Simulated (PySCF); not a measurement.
# CH4NO (HN ... CH3O): the cost of one run

Computed with PySCF 2.14.0 and routines of our own; the level stands in each step. Atoms count from 0.

### 1 The starting structure

7 atoms, charge 0, high-spin multiplicity 4; geometry from: GFN2-xTB fragments, placed rigidly.

The system (radical pair): HN···CH3O. The radical centres are 2.96 Å apart, face to face; the spin sites are atoms 0, 1 (2 unpaired) and atoms 2, 3, 4, 5, 6 (1 unpaired).

### 2 Magnetic exchange: CASSCF and SC-NEVPT2/def2-TZVP (3,3)

What the job is given:

```
{"job": {"kind": "cas", "basis": "def2-TZVP", "active": "magnetic", "zfs": false}, "charge": 0, "high_spin_multiplicity": 4, "spin_sites": [[[0, 1], 2], [[2, 3, 4, 5, 6], 1]]}
N     -1.781900     0.026300    -1.859400
H     -2.805700     0.026300    -1.859400
O     -0.381900     0.026300     0.743600
C      0.929700     0.028300     0.743700
H      1.321500    -0.567700     1.601100
H      1.321800    -0.568200    -0.113200
H      1.396600     1.028800     0.743600
```

Level: CASSCF and SC-NEVPT2/def2-TZVP spin states, gas phase.

Started as:

```
OMP_NUM_THREADS=1 python exch_run.py task.json out
```

The driver reads the jobs from task.json and runs them one after another.

**Question.** How long does this first job take on 1 thread of Arm Neoverse N1, shared host, and how much memory does it need?

About 3.6 s, with a peak of 0.27 GiB.
